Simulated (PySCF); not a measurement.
# SiF⁺ at PBE0

Level: PBE0. PySCF, no relativity, basis sets Si def2-TZVP, F def2-TZVP.

* state: ¹Σ⁺ (singlet), closed shell
* bond length: 2.903 bohr
* harmonic wavenumber: 1039 cm⁻¹
* force constant: 7.19 mdyn/Å
* rotational constant Be: 0.6312 cm⁻¹
* anharmonicity ωexe: 4.82 cm⁻¹
* vibration–rotation constant αe: 0.00458 cm⁻¹
* well depth De to Si⁺ + F: 648 kJ/mol
* dissociation energy D0: 642 kJ/mol
* HOMO–LUMO gap: 7.93 eV
* bond order (Mayer): 1.47
* dipole moment (positive dipole points towards F; it is taken about the centre of mass and depends on that origin): -3.43 D

For an ion De counts to the pair picked by the measured ionisation energies or electron affinities, which need not be the lowest pair at this level.
